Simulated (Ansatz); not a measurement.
CH₄NO (SMILES NC[O-]) (charge -1), singlet: a trajectory.

The input file, in.yaml:

```yaml
crystal:
  periodic: [false, false, false]
  atoms:
    - {symbol: N, position_ang: [-0.431790, 0.323650, -0.790630]}
    - {symbol: C, position_ang: [0.445780, -0.171950, 0.366940]}
    - {symbol: O, position_ang: [-0.166890, -0.504180, 1.445260]}
    - {symbol: H, position_ang: [-1.113190, -0.420600, -0.944730]}
    - {symbol: H, position_ang: [-0.978140, 1.092610, -0.400580]}
    - {symbol: H, position_ang: [1.199310, 0.691050, 0.467890]}
    - {symbol: H, position_ang: [1.044920, -1.010580, -0.144140]}
basis:
  gaussian: {orbitals: def2-SVPD}
total_charge: -1
hamiltonian: {xc: pbe0, dispersion: d4}
md: {n_steps: 30, timestep: -0.5, temperature: 1500, ensemble: nve, seed: 763, initial_velocities: maxwell_boltzmann}
```

Run by:

```bash
ansatz run in.yaml --threads 2 --pin off --events-out ev --progress --plain --max-ram 3481MiB
```

What Ansatz 0.2.0 printed:

```
Error: invalid value for `md.timestep`: must be finite and > 0; got -0.5 fs
```

Hardware: 2 CPU threads of an Arm Neoverse V1, shared host. Wall time about 0.05 s.


The program refused the input. A timestep must be positive.